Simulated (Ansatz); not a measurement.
in.yaml

```yaml
crystal:
  periodic: [false, false, false]
  atoms:
    - {symbol: Ge, position_ang: [0.046081, 0.028012, 0.916947]}
    - {symbol: S, position_ang: [-0.066105, -0.097753, -2.094341]}
    - {symbol: H, position_ang: [-0.834680, 1.200909, 1.418291]}
    - {symbol: H, position_ang: [-0.527330, -1.328054, 1.386856]}
    - {symbol: H, position_ang: [0.144019, 1.218139, -2.261450]}
basis:
  gaussian: {orbitals: cc-pVDZ}
magnetization: {spin_polarized: true, initial_magnetization: 1}
correlation: {method: ccsd_t, electrons: outside_noble_gas}
```

```sh
$ ansatz run in.yaml --threads 1 --pin off --events-out ev --progress --plain --max-ram 2393MiB
```

(1) Roughly how long does this take on 1 thread of Arm Neoverse V1, shared host, and how much host memory?

```
651 factors; integrals over basis functions are off by at most 9.9e-4 eV
mean field evaluation 1: about -67333.7379 eV, gradient 1.3e1 eV
mean field evaluation 2: about -67333.7406 eV, gradient 1.3e1 eV
mean field evaluation 4: about -67335.5621 eV, gradient 1.9e0 eV
mean field evaluation 8: about -67335.7647 eV, gradient 7.0e-1 eV
mean field evaluation 16: about -67335.8730 eV, gradient 2.5e-6 eV
mean field evaluation 32: about -67335.2927 eV, gradient 4.0e0 eV
mean field evaluation 64: about -67335.8720 eV, gradient 2.1e-1 eV
mean field evaluation 96: about -67329.8422 eV, gradient 4.8e0 eV
mean field evaluation 128: about -67335.2387 eV, gradient 2.6e0 eV
mean field evaluation 160: about -67334.0688 eV, gradient 1.5e0 eV
mean field evaluation 192: about -67334.0703 eV, gradient 1.5e0 eV
mean field evaluation 224: about -67334.1685 eV, gradient 8.5e-1 eV
mean field evaluation 256: about -67335.5974 eV, gradient 2.1e-1 eV
mean field -67335.87298255 eV, -2474.5476902148 hartree, gradient 2.9e-6 eV, S^2 1.038122; 10 other end points of the search recorded, 0 dependent functions left out
determinant -67335.87298255 eV, -2474.5476902148 hartree, with singles and doubles -67342.67928664 eV, -2474.7978172765 hartree
determinant -67335.64200617 eV, -2474.5392019891 hartree, with singles and doubles -67342.59891693 eV, -2474.7948637442 hartree
determinant -67334.99356798 eV, -2474.5153723253 hartree, with singles and doubles -67341.63747282 eV, -2474.7595313248 hartree
determinant -67335.87298255 eV, -2474.5476902148 hartree, with singles and doubles -67342.69360202 eV, -2474.7983433569 hartree
determinant -67335.64200617 eV, -2474.5392019891 hartree, with singles and doubles -67342.62794922 eV, -2474.7959306610 hartree
determinant -67335.59557820 eV, -2474.5374957930 hartree, with singles and doubles -67342.66355114 eV, -2474.7972390077 hartree
determinant -67335.59557820 eV, -2474.5374957930 hartree, with singles and doubles -67342.67585011 eV, -2474.7976909862 hartree
19 core orbitals not correlated: weight in the atoms' cores, before any rotation towards them, 0.999 or more for the frozen orbitals, at most 0.000 for the correlated occupied ones
reference -67335.87298255 eV, -2474.5476902148 hartree; 7, 6 occupied and 34, 35 virtual orbitals, 651 factors
second order -5.48463286 eV of doubles, -0.00000000 eV of singles
cycle   1  -6.82061839 eV  change    1.1e-6 eV  update   4.9e-6
perturbative correction -0.21340820 eV, -0.0078426067 hartree
Total energy: -67342.90700914 eV, -2474.8061859241 hartree
```

The determinant's ⟨S²⟩ is 1.04 against 0.75 for a pure state. The T1 diagnostic is 0.051.

Answers

(1) 23 s wall and 0.28 GiB.
